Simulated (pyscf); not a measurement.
Thermochemistry of product channels of HO–Al(F)–F (SMILES [OH][Al]([F])[F]) + NH₃ (SMILES N) on the singlet surface, in eV, from CCSD(T)/def2-TZVPP + ΔMP2(QZVPP) energies (ideal gas, 1 atm, RRHO with modes under 100 cm⁻¹ raised to 100, one conformer, R ln 2 for chiral ones without a mode under 150 cm⁻¹). PySCF, gas phase, ωB97X-D3(BJ)/def2-SVP geometries. Correlated levels are frozen-core, on RHF or UHF. ΔMP2 is the change of the MP2 total energy from the triple- to the quadruple-zeta basis.

```json
[
 {"products": "H₂N–Al(OH)–F (SMILES [NH2][Al]([OH])[F]) + HF (SMILES F)", "ΔE": "+0.89", "ΔH(298 K)": "+0.85", "ΔG(298 K)": "+0.87", "ΔG(900 K)": "+0.86"},
 {"products": "H₂O (SMILES O) + H₂N–Al(F)–F (SMILES [NH2][Al]([F])[F])", "ΔE": "+0.40", "ΔH(298 K)": "+0.39", "ΔG(298 K)": "+0.40", "ΔG(900 K)": "+0.42"}
]
```

These are energies of the channels, which say nothing of barriers. The CCSD(T) − MP2 part came from Ansatz, without density fitting, on the same reference.
